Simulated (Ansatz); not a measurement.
```yaml
crystal:
  periodic: [false, false, false]
  atoms:
    - {symbol: B, position_ang: [-1.757704, 0.106197, -0.000793]}
    - {symbol: S, position_ang: [-0.700828, 1.440683, 0.014443]}
    - {symbol: Ga, position_ang: [0.637038, -0.679459, -0.006478]}
    - {symbol: H, position_ang: [-2.918469, 0.030121, -0.002860]}
basis:
  gaussian: {orbitals: def2-TZVP}
magnetization: {spin_polarized: true, initial_magnetization: 1}
hamiltonian: {xc: pbe0}
relax: {f_tol: 0.004, max_steps: 80}
```

```sh
$ ansatz run in.yaml --threads 1 --pin off --events-out ev --progress --plain --max-ram 2176MiB
```

Steps of the relaxation (energy above the last step; positions in Å, forces in eV/Å):

```
4
step 1, 146.0 meV
B    -1.758    0.106   -0.001    0.830    0.574    0.007
S    -0.701    1.441    0.014    0.311   -0.242   -0.002
Ga    0.637   -0.679   -0.006   -0.513    0.207    0.002
H    -2.918    0.030   -0.003   -0.628   -0.539   -0.006
```

```
4
step 2, 36.4 meV
B    -1.698    0.143    0.000   -0.024    0.466    0.005
S    -0.672    1.501    0.015    0.075   -0.143   -0.001
Ga    0.498   -0.688   -0.007   -0.121   -0.013    0.000
H    -2.868   -0.059   -0.004    0.070   -0.310   -0.003
```

```
4
step 3, 6.6 meV
B    -1.678    0.197    0.000   -0.335    0.170    0.001
S    -0.645    1.547    0.016   -0.093   -0.121   -0.001
Ga    0.413   -0.706   -0.007    0.102   -0.080   -0.001
H    -2.829   -0.140   -0.005    0.326    0.031    0.001
```

```
4
step 5, 0.4 meV
B    -1.691    0.221    0.000   -0.130   -0.120   -0.001
S    -0.651    1.547    0.016    0.097    0.121    0.001
Ga    0.419   -0.720   -0.007    0.003   -0.004    0.000
H    -2.818   -0.150   -0.005    0.029    0.002    0.000
```

```
4
step 8, 0.0 meV
B    -1.693    0.220    0.000    0.000    0.000    0.000
S    -0.648    1.549    0.016    0.000    0.000    0.000
Ga    0.419   -0.719   -0.007    0.000    0.000    0.000
H    -2.818   -0.152   -0.005    0.000    0.000    0.000
```

Close pairs at the end: B1–H4 1.185 Å, B1–S2 1.690 Å, B1–Ga3 2.311 Å, S2–Ga3 2.506 Å.

A stationary point of unrestricted PBE0 after 8 steps, with ⟨S²⟩ = 0.759 against 0.75 for a pure state; no frequencies were run, so it isn't proven a minimum. 65 s on 1 thread of Arm Neoverse V2, shared host.
